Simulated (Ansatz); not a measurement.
A made-up structure of AlSiNH₆, closed shell:

| atom | x (Å) | y (Å) | z (Å) |
| --- | --- | --- | --- |
| N1 | -1.2433 | 1.0127 | -1.1609 |
| Al2 | 0.1036 | 0.9655 | -0.0169 |
| Si3 | 0.8118 | -1.2267 | 0.8198 |
| H4 | -1.7426 | 0.2045 | -1.4961 |
| H5 | -1.6222 | 1.8513 | -1.5717 |
| H6 | 0.7606 | 2.3521 | 0.3873 |
| H7 | -0.6978 | 0.2381 | -1.5389 |
| H8 | -0.0067 | -2.3382 | 0.2534 |
| H9 | 0.7021 | -1.3106 | 2.3056 |

It is relaxed with PBE-D4/def2-SVP and then PBE0-D4/def2-TZVP (Ansatz 0.2.0). Atoms count as bonded within 1.22 times the sum of their covalent radii (H–H: 0.88 Å). The end point is not checked to be a true minimum.

**Question.** Does its bonding change? (A judgement: the text doesn't fix the answer.)

**Answer.** The calculation gives: No: no bond forms or breaks.

Where it ends: The first stage lowers the energy by 3.53 eV in 21 steps. It ends as AlSiNH₆ ([NH3][AlH][SiH2]):
N1  (-1.009, 0.780, -1.293)
Al2  (0.159, 0.975, 0.407)
Si3  (0.683, -1.262, 0.747)
H4  (-1.278, -0.200, -1.344)
H5  (-1.856, 1.341, -1.281)
H6  (0.636, 2.487, 0.191)
H7  (-0.502, 1.013, -2.142)
H8  (-0.708, -1.823, 0.504)
H9  (0.940, -1.562, 2.193)
(Å)

Labels in which every atom is bracketed show which atoms are joined, not bond orders.

For scale, one of the runs: PBE0-D4/def2-TZVP relaxation, 141 basis functions, launched by `ansatz run in.yaml --threads 2 --pin off --events-out ev --progress --plain --max-ram 4352MiB`. The run took about 33 s on 2 CPU threads of an Arm Neoverse V1 (shared host).
